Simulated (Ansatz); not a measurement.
Abridged output of a molecular run in Ansatz:

```
Functional definition: HF
  name "HF"
  cite "Fock, Z. Phys. 61, 126 (1930) doi:10.1007/BF01340294"
  parent pbe
  exchange = exact_x
  correlation = 0
788 factors; integrals over basis functions are off by at most 1.4e-3 eV
mean field evaluation 1: about -9529.4461 eV, gradient 3.7e1 eV
mean field evaluation 2: about -9529.5682 eV, gradient 3.7e1 eV
mean field evaluation 4: about -9532.3406 eV, gradient 3.4e0 eV
mean field evaluation 8: about -9532.3824 eV, gradient 2.8e-1 eV
mean field -9532.38274576 eV, -350.3086046257 hartree, gradient 2.0e-6 eV, S^2 0.000000; 0 other end points of the search recorded, 0 dependent functions left out
5 core orbitals not correlated: weight in the atoms' cores, before any rotation towards them, 1.000 or more for the frozen orbitals, at most 0.000 for the correlated occupied ones
reference -9532.38274576 eV, -350.3086046257 hartree; 15, 15 occupied and 60, 60 virtual orbitals, 788 factors
second order -21.93136632 eV of doubles, -0.00000000 eV of singles
cycle   1  -21.97950010 eV  change   -4.8e-2 eV  update   1.0e-1
cycle   2  -22.44187196 eV  change   -4.6e-1 eV  update   3.1e-2
cycle   3  -22.58121334 eV  change   -1.4e-1 eV  update   1.6e-2
cycle   4  -22.57512438 eV  change    6.1e-3 eV  update   3.3e-3
cycle   5  -22.57313817 eV  change    2.0e-3 eV  update   1.3e-3
cycle   6  -22.57377115 eV  change   -6.3e-4 eV  update   3.5e-4
cycle   7  -22.57356830 eV  change    2.0e-4 eV  update   1.2e-4
cycle   8  -22.57346987 eV  change    9.8e-5 eV  update   5.1e-5
cycle   9  -22.57348805 eV  change   -1.8e-5 eV  update   2.0e-5
perturbative correction -0.55955462 eV, -0.0205632532 hartree
Total energy: -9555.51578843 eV, -351.1587282637 hartree
```

Its atoms:

Z-matrix (Å, degrees):
```
C
C 1 1.322
O 1 1.362 2 121.1
H 1 1.084 2 118.8 3 175.7
F 2 1.317 1 123.3 3 -174.8
F 2 1.311 1 125.4 3 3.3
H 3 0.960 1 109.1 2 -143.4
```

Problem. Which basis set was used?
A. def2-TZVPPD
B. cc-pV(T+d)Z
C. def2-SVP
D. cc-pV(Q+d)Z

Solution. C. It gives 80 functions.

Problem. Write the keys of the input that set method, charge and spin (a neutral closed shell needs none for the last two).

Solution. 
```yaml
correlation: {method: ccsd_t}
```
